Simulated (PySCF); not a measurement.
## C: ionisation energy

C [He] 2s2 2p2 (3P) → C⁺ [He] 2s2 2p1 (2P), as a difference of total energies. Calculation: PySCF 2.14, in aug-cc-pV5Z; no relativity, point nucleus. Correlated levels: valence: 1s2 frozen. The calculations carry no spin-orbit coupling.

```json
{"method": "UHF", "ionisation energy (eV)": "10.800", "error (eV)": "-0.462"}
{"method": "LDA", "ionisation energy (eV)": "11.693", "error (eV)": "+0.431"}
{"method": "PBE", "ionisation energy (eV)": "11.541", "error (eV)": "+0.279"}
{"method": "PBE0", "ionisation energy (eV)": "11.514", "error (eV)": "+0.252"}
{"method": "r2SCAN", "ionisation energy (eV)": "11.668", "error (eV)": "+0.406"}
{"method": "TPSSh", "ionisation energy (eV)": "11.457", "error (eV)": "+0.195"}
{"method": "PBEsol", "ionisation energy (eV)": "11.500", "error (eV)": "+0.238"}
{"method": "BHandHLYP", "ionisation energy (eV)": "11.351", "error (eV)": "+0.089"}
{"method": "MP2 (valence)", "ionisation energy (eV)": "11.298", "error (eV)": "+0.036"}
{"method": "SCS-MP2 (valence)", "ionisation energy (eV)": "11.163", "error (eV)": "-0.099"}
```

Reference: 11.262 eV (measured; NIST levels, between the centres of gravity of the two terms).

Errors of the correlated levels include the incompleteness of this basis and the frozen core.
